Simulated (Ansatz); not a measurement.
Basis-set extrapolation for `C#P` (PBE0-D4/def2-TZVP geometry, frozen core, Ansatz 0.2.0). Multiplicity 1, RHF reference.

|  | cc-pV(T+d)Z | cc-pV(Q+d)Z |
| --- | --- | --- |
| HF | -379.153968 | -379.159670 |
| MP2 correlation | -0.299736 | -0.318857 |
| CCSD(T) correlation | -0.332435 | -0.348913 |

Energies in hartree. Use E(X) = E(∞) + A·exp(−5.46·√X) for Hartree–Fock and E(X) = E(∞) + B·X^(−3.05) for correlation, with X = 3 and 4.

Task: What is the CCSD(T) energy at the basis-set limit?

Result: HF limit: -379.159670 + (-0.005702) × 0.30130 = -379.16139. Correlation limit: -0.348913 + (-0.016478) × 0.71189 = -0.36064. Total: -379.52203 hartree, 93.5 kJ/mol below CCSD(T)/cc-pV(T+d)Z.
